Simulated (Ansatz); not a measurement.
**Prototype screening**

Level of theory: DFT PBEsol, scalar-relativistic, plane waves, PAW in Ansatz. All cells share a 420 eV cutoff and Γ-centred k meshes spaced at most 0.3 Å⁻¹ (0.19 for metals, 2π included).

Each formula was placed on the sites of the named type and relaxed at zero pressure without lowering the symmetry. No run is spin-polarised. The smearing is 0.1 eV for metals and 0.01 to 0.02 eV otherwise. Formation energies are uncorrected and refer to the elements' standard structures at the same level.

For metals, differences of a few meV/atom aren't resolved. Spin–orbit coupling is left out.

```csv
formula,started on type,final group,a or a / b (Å),c (Å),V (Å³/atom),E over elements (eV/atom),gap on mesh (eV)
Bi,graphite,P6_3/mmc,5.33,6.30,38.7,0.35,0.00
Bi,simple hexagonal,P6/mmm,3.38,3.25,32.1,?,0.00
Bi,lonsdaleite,P6_3/mmc,5.38,6.88,43.0,?,0.00
Bi,samarium (9R),R-3m,?,?,?,0.10,0.00
Bi,hcp,P6_3/mmc,3.48,5.74,30.1,?,0.00
```

(1) E over elements (eV/atom) of Bi on the simple hexagonal type?

(2) E over elements (eV/atom) of Bi on the lonsdaleite type?

(3) Cell and volume of Bi on the samarium (9R) type?

(4) E over elements (eV/atom) of Bi on the hcp type?

Answers

(1) 0.04

(2) 0.13

(3) a = 3.46 Å, c = 26.14 Å, V = 30.1 Å³/atom

(4) 0.09